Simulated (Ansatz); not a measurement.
# C3H7O radical: up Jacob's ladder to CCSD(T)

An exercise on one series of results from a longer session: the logs are not shown, and one member is left open.

Computed with Ansatz 0.2.0, Gaussian basis. Level: functionals in def2-TZVPP, the program's frozen cores in correlated methods.

Plan: LDA (SPW92), PBE-D4, revPBE-D4, BLYP-D4, r2SCAN-D4, B97M-V, PBE0-D4, B3LYP-D4, r2SCANh-D4, r2SCAN0-D4, HSE06-D4, BHLYP-D4, CAM-B3LYP-D4, LC-ωPBE, ωB97X-V, ωB97M-V, B2PLYP, PBE-QIDH; CCSD(T)/def2-SVP; CCSD(T)/def2-TZVPP; MP2/def2-QZVPP; extrapolation to the limit; RPA on PBE.

### Structure used throughout

The geometry comes from an earlier relaxation with PBE0-D4 in a triple-zeta def2 set; it is a stationary point, not always the lowest conformer.

SMILES `CC(C)[O]`, 11 atoms, charge 0, spin multiplicity 2.

Atoms are counted from 1 here; the program's logs count them from 0.

Bond lengths: C1–C2 1.525 Å, C1–H5 1.090 Å, C1–H6 1.092 Å, C1–H7 1.093 Å, C2–C3 1.525 Å, C2–O4 1.361 Å, C2–H8 1.114 Å, C3–H9 1.093 Å, C3–H10 1.090 Å, C3–H11 1.092 Å. Angles: C2–C1–H5 110.4°, C2–C1–H6 111.0°, C2–C1–H7 109.8°, H5–C1–H6 109.0°, H5–C1–H7 108.4°, H6–C1–H7 108.1°, C1–C2–C3 113.5°, C1–C2–O4 112.9°, C1–C2–H8 107.6°, C3–C2–O4 112.9°, C3–C2–H8 107.6°, O4–C2–H8 101.3°, C2–C3–H9 109.8°, C2–C3–H10 110.4°, C2–C3–H11 111.0°, H9–C3–H10 108.4°, H9–C3–H11 108.1°, H10–C3–H11 109.0°.

Geometry (Å):

```
C    -0.28348    1.08682   -0.65649
C    -0.44648   -0.33980   -0.14348
C     0.66905   -0.77919    0.79860
O    -0.68115   -1.23686   -1.14031
H    -1.11938    1.35627   -1.30287
H    -0.23120    1.79666    0.17178
H     0.64051    1.16937   -1.23396
H    -1.40489   -0.38757    0.42264
H     1.62656   -0.76160    0.27238
H     0.48913   -1.79450    1.15343
H     0.74132   -0.10959    1.65828
```

Set-up of the first run:

The input, in.yaml:

```yaml
crystal:
  periodic: [false, false, false]
  atoms:
    - {symbol: C, position_ang: [-0.283479, 1.086823, -0.656488]}
    - {symbol: C, position_ang: [-0.446476, -0.339795, -0.143479]}
    - {symbol: C, position_ang: [0.669049, -0.779188, 0.798602]}
    - {symbol: O, position_ang: [-0.681152, -1.236858, -1.140313]}
    - {symbol: H, position_ang: [-1.119378, 1.356266, -1.302873]}
    - {symbol: H, position_ang: [-0.231200, 1.796659, 0.171777]}
    - {symbol: H, position_ang: [0.640513, 1.169369, -1.233961]}
    - {symbol: H, position_ang: [-1.404888, -0.387572, 0.422638]}
    - {symbol: H, position_ang: [1.626563, -0.761598, 0.272384]}
    - {symbol: H, position_ang: [0.489126, -1.794501, 1.153432]}
    - {symbol: H, position_ang: [0.741322, -0.109595, 1.658279]}
basis:
  gaussian: {orbitals: def2-TZVPP}
magnetization: {spin_polarized: true, initial_magnetization: 1}
hamiltonian: {xc: lda}
output: {orbitals: {seedname: orbitals}}
```

Started as:

```sh
$ ansatz run in.yaml --threads 2 --pin off --events-out ev --progress --plain --max-ram 32768MiB --backend cpu
```

Steps of the session up to this table: LDA; PBE-D4 (GGA); revPBE-D4 (GGA); BLYP-D4 (GGA); r2SCAN-D4 (meta-GGA); B97M-V (meta-GGA); PBE0-D4 (hybrid); B3LYP-D4 (hybrid); r2SCANh-D4 (hybrid); r2SCAN0-D4 (hybrid); HSE06-D4 (hybrid); BHLYP-D4 (hybrid); CAM-B3LYP-D4 (range-separated); LC-ωPBE (range-separated); ωB97X-V (range-separated); ωB97M-V (range-separated); B2PLYP (double hybrid); PBE-QIDH (double hybrid).

One table of the session follows, with a row left open; its other results are not shown here.

It belongs to the step «Frontier levels by functional». 

| functional | HOMO (eV) | LUMO (eV) | gap (eV) |
| --- | --- | --- | --- |
| LDA (SPW92) | -5.75 | -5.50 | 0.25 |
| PBE-D4 | -5.74 | -5.03 | 0.71 |
| revPBE-D4 | -5.69 | -4.90 | 0.79 |
| BLYP-D4 | -5.68 | -5.00 | 0.68 |
| r2SCAN-D4 | -6.15 | -4.37 | 1.78 |
| B97M-V | -6.37 | -4.42 | 1.95 |
| PBE0-D4 | -7.52 | -3.35 | 4.17 |
| B3LYP-D4 | -7.27 | -3.88 | 3.39 |
| r2SCANh-D4 | -6.81 | -3.76 | 3.05 |
| r2SCAN0-D4 | ? | ? | ? |
| HSE06-D4 | -7.10 | -3.75 | 3.35 |
| BHLYP-D4 | -9.22 | -1.65 | 7.56 |
| CAM-B3LYP-D4 | -9.03 | -2.23 | 6.81 |
| LC-ωPBE | -10.39 | -0.80 | 9.59 |
| ωB97X-V | -10.03 | -1.09 | 8.94 |
| ωB97M-V | -9.96 | -1.16 | 8.80 |

Estimate the missing values for r2SCAN0-D4.

Worked estimate for «HOMO (eV)». Against the share of exact exchange, r2SCAN-D4 (0, -6.15), r2SCANh-D4 (0.1, -6.81) give a slope of -6.60 per unit share; at 0.25 the line stands at -7.80.

As computed: HOMO (eV): -7.79; LUMO (eV): -2.84; gap (eV): 4.95. In «HOMO (eV)» the line misses by -0.01.
